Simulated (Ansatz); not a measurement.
# Al2H2+ (doublet): from Hartree-Fock to the top rungs, def2-TZVPP

An exercise on one series of results from a longer session: the logs are not shown, and one member is left open.

The runs use Ansatz 0.2.0, Gaussian basis; def2-TZVPP, core rule «outside noble gas», up to 10 orbitals frozen.

The runs, in order: UHF; ROHF; CCSD(T) on UHF.

2 further runs of the same task are left out: 2 set aside as unsound or not needed.

## The system

The geometry is a PBE0/def2-TZVP stationary point (not a proven minimum) of the parent state, kept for this charge and spin.

4 atoms, charge 1, spin multiplicity 2.

Atoms are counted from 1 here; the program's logs count them from 0.

Bond lengths: Al1–Al2 2.635 Å, Al1–H3 1.622 Å, Al2–H4 1.622 Å. Angles: Al2–Al1–H3 120.2°, Al1–Al2–H4 120.2°.

As a file:

```xyz
4
charge 1, multiplicity 2
Al    0.0000   -0.1535    1.3084
Al    0.0000    0.1535   -1.3084
H     0.0000    1.1439    2.2825
H     0.0000   -1.1439   -2.2825
```

The first run:

Input file in.yaml:

```yaml
crystal:
  periodic: [false, false, false]
  atoms:
    - {symbol: Al, position_ang: [0.000000, -0.153504, 1.308389]}
    - {symbol: Al, position_ang: [0.000000, 0.153504, -1.308389]}
    - {symbol: H, position_ang: [0.000000, 1.143898, 2.282516]}
    - {symbol: H, position_ang: [0.000000, -1.143898, -2.282516]}
basis:
  gaussian: {orbitals: def2-TZVPP}
total_charge: 1
magnetization: {spin_polarized: true, initial_magnetization: 1}
hamiltonian: {xc: hf}
output: {orbitals: {seedname: orbitals}}
```

Launch:

```bash
> ansatz run in.yaml --threads 1 --pin off --events-out ev --progress --plain --max-ram 4096MiB --backend cpu
```

Steps of the session up to this table: UHF; ROHF; CCSD(T) on UHF.

One table of the session follows, with a row left open; its other results are not shown here.

| method | from UCCSD(T) (meV) |
| --- | --- |
| ROHF | ? |
| UHF | +3714.1 |
| UMP2 | +1002.7 |
| UCCSD | +100.7 |
| UCCSD(T) | 0 |

Estimate the missing values for ROHF.

**Answer.** from UCCSD(T) (meV): +4009.2. In the column «from UCCSD(T) (meV)» it is the highest.
